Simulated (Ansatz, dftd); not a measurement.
Reaction: H5SiPO (SMILES O[SiH2]P) → H3SiO (SMILES O[SiH2], doublet) + PH2 (SMILES [PH2], doublet) (the P-Si bond breaks)
Each species at its own B3LYP-D3(BJ)/def2-TZVP minimum (Ansatz, an electronic-structure program), one conformer.

Property: bond dissociation energy (electronic), in kcal/mol. UHF or UKS for unpaired electrons; spin-orbit terms are left out. Cores are frozen in correlated methods. Rows without X2C or -DK are non-relativistic. CBS(X,Y): correlation extrapolated as X^-3, Hartree-Fock from the larger set. A bracket is a step between two methods taken in the basis named. Functionals run without relativity, which enters their misses. '+ core + X2C': CCSD(T) terms for core correlation (cc-pwCVTZ, 1s frozen past Ne) and scalar relativity (cc-pVTZ-DK).

```
level                                                                                        program  bond dissociation energy (kcal/mol)  difference against the last row
------------------------------------------------------------------------------------  --------------  -----------------------------------  -------------------------------
HF/cc-pV(T+d)Z                                                                                Ansatz                                 51.6                            -25.9
HF/cc-pV(Q+d)Z                                                                                Ansatz                                 51.4                            -26.1
r2SCAN-D3(BJ)/def2-TZVPD                                                              Ansatz + dftd3                                 71.9                             -5.6
CAM-B3LYP/def2-TZVPD                                                                          Ansatz                                 70.9                             -6.6
MP2/cc-pV(D+d)Z                                                                               Ansatz                                 71.8                             -5.7
CCSD/cc-pV(D+d)Z                                                                              Ansatz                                 68.3                             -9.2
CCSD(T)/CBS(cc-pV(T+d)Z,cc-pV(Q+d)Z) + core + X2C                                             Ansatz                                 77.4                             -0.1
CCSDT(Q)/cc-pV(D+d)Z                                                                          Ansatz                                 69.7                             -7.8
CCSD(T)/CBS(cc-pV(T+d)Z,cc-pV(Q+d)Z) + [CCSDT(Q) - CCSD(T)]/cc-pV(D+d)Z + core + X2C          Ansatz                                 77.5                              0.0
```
